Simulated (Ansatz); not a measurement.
## GeH, quartet: stretch scan

Starting geometry (PBE0/def2-TZVP stationary point for this spin):

```xyz
2

Ge    0.0000    0.0000    0.0000
H     0.0000    0.0000    1.5719
```

From there H2 moves along the line of the two atoms named below, all else staying in place; atoms are numbered as listed. Energies are in eV, counted from the starting geometry at the same level. Kohn–Sham curves are unrestricted where that lies lower.

Basis cc-pVTZ; Ansatz 0.2.0. Correlated methods freeze the noble-gas cores and the filled d shells of p-block atoms. No spin–orbit coupling is included, and no scalar relativity.

A value is left out where its run failed or describes another state than the reference as far as symmetry and spin tell, or, spin-broken singlets apart, can't be checked.

Functionals correlate the shells that the reference freezes, so part of their error here is the reference's.

Full CI is exact within this basis and frozen core; it isn't the basis-set limit.

```csv
distance Ge1-H2 (Å),full CI,PBE,r2SCAN,PBE0,B3LYP,r2SCANh,BHLYP,wB97M-V,B2PLYP,RPA-PBE
1.243,1.247,1.245,1.121,1.183,1.226,1.114,1.177,1.145,1.211,1.271
1.382,0.319,0.342,0.269,0.300,0.333,0.263,0.299,0.281,0.314,0.336
1.572,0.000,0.000,0.000,0.000,0.000,0.000,0.000,0.000,0.000,0.000
1.731,0.115,0.068,0.121,0.105,0.067,0.127,0.096,0.113,0.094,0.103
1.932,0.401,0.288,0.384,0.356,0.275,0.393,0.324,0.361,0.334,0.373
2.196,0.720,0.547,0.690,0.629,0.516,0.699,0.566,0.613,0.592,0.655
2.561,0.938,0.756,0.961,0.834,0.704,0.967,0.741,0.787,0.775,0.812
2.871,1.011,0.850,1.078,0.920,0.784,1.081,0.809,0.853,0.845,0.839
3.396,1.055,0.923,1.169,0.983,0.842,1.168,0.856,0.886,0.892,0.817
4.298,1.072,0.955,1.211,1.007,0.862,1.208,0.873,0.892,0.908,0.782
5.334,1.075,–,–,–,0.863,–,0.873,–,0.909,–
```
